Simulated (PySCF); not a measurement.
Stepwise substitution at one centre (Al H-Cl). Isolated molecules, 0 K electronic values unless said otherwise. Strings in code marks are SMILES.

The HOMO–LUMO gap from two functionals at the same geometries (PBE0-D3(BJ)/def2-TZVP), both in PySCF: PBE-D3(BJ)/def2-TZVP and PBE0-D3(BJ)/def2-TZVP. 

| species | PBE-D3(BJ)/def2-TZVP (eV) | PBE0-D3(BJ)/def2-TZVP (eV) |
|---|---|---|
| 0 of 3 H replaced by Cl | 4.77 | 6.83 |
| 1 of 3 H replaced by Cl | 4.87 | 6.94 |
| 2 of 3 H replaced by Cl (`[Cl][AlH][Cl]`) | 5.75 | 7.89 |
| 3 of 3 H replaced by Cl | 5.84 | 8.12 |

Over these rows, drawn at random from the members with no instability flagged (it was tested for open shells, ions and some series alone), PBE minus PBE0-D3(BJ): mean -2.14 eV, from -2.28 eV to -2.06 eV.
